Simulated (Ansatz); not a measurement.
Zinc-blende BeTe was calculated with revPBE in Ansatz (plane waves, PAW).

Numerical settings: plane-wave cutoff 520 eV, 10×10×10 k mesh, Fermi–Dirac smearing 0.01 eV, scalar-relativistic PAW data made under PBE.

Response to compression and expansion:

| V (Å³/atom) | P (GPa) | direct gap at Γ (eV) | smallest gap on the k mesh (eV) |
|---|---|---|---|
| 21.814 | 3.74 | 3.633 | 1.995 |
| 22.278 | 2.37 | 3.651 | 2.050 |
| 22.742 | 1.12 | 3.668 | 2.101 |
| 23.207 | 0.00 | 3.619 | 2.150 |
| 23.671 | -1.02 | 3.481 | 2.197 |
| 24.135 | -1.94 | 3.348 | 2.241 |
| 24.599 | -2.77 | 3.220 | 2.282 |

The fundamental gap (2.15 eV at the equilibrium volume, with added k points) lies elsewhere than Γ–Γ.

Spin–orbit coupling is not included; with these elements it can move the gap by several tenths of an eV or more.

Ansatz is a first-principles code.
